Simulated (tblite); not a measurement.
C₅H₁₁O (doublet state).
Numbering: `[CH3:1][CH2:2][CH:3]([O:4])[CH2:5][CH3:6]` (hydrogens: H7, H8, H9 on C1; H10, H11 on C2; H12 on C3; H13, H14 on C5; H15, H16, H17 on C6)

The geometry is computed with GFN2-xTB (gas phase). This method treats the open shell by occupation alone, without spin polarisation.

Task: Give the optimised bond lengths and angles.

Result: 
```tsv
bond	length (bohr)
C1–C2, C5–C6	2.867
C2–C3, C3–C5	2.979
C3–O4	2.465
C1–H7 and 5 like bonds	2.056
C2–H10, C5–H14	2.060
C2–H11, C5–H13	2.059
C3–H12	2.106
```

Bonds in one row agree within 0.02 bohr and their mean is given. A selection of angles:
```tsv
angle	degrees
C2–C1–H7	109.6
C2–C1–H9	110.9
H7–C1–H8	109.0
H7–C1–H9	108.4
C1–C2–C3	109.7
C1–C2–H10	110.8
C1–C2–H11	110.6
C3–C2–H10	108.5
C3–C2–H11	107.6
H10–C2–H11	109.7
C2–C3–O4	111.3
C2–C3–C5	105.3
C2–C3–H12	107.6
O4–C3–H12	113.4
C3–C5–H14	108.4
```

Torsions: C1–C2–C3–O4 -68° (synclinal); C2–C3–C5–C6 -171° (antiperiplanar).

The C–C distances run from 1.517 Å (C1–C2, drawn single) to 1.577 Å (C3–C5, drawn single), a spread of 0.060 Å. Of the pairs four or more bonds apart, H10···H14 is among the closest relative to their van der Waals radii: 2.26 Å, 94 % of the sum of Bondi's values.

Point group: Cs (every atom within 0.08 Å of its image). Its GFN2-xTB frequencies are all real (lowest 82 cm⁻¹).

Time: 0.3 s. Hardware: one thread, Arm Neoverse V1 (aarch64) (shared host). That covers the optimisation of the geometry.

One conformer stands for the species.
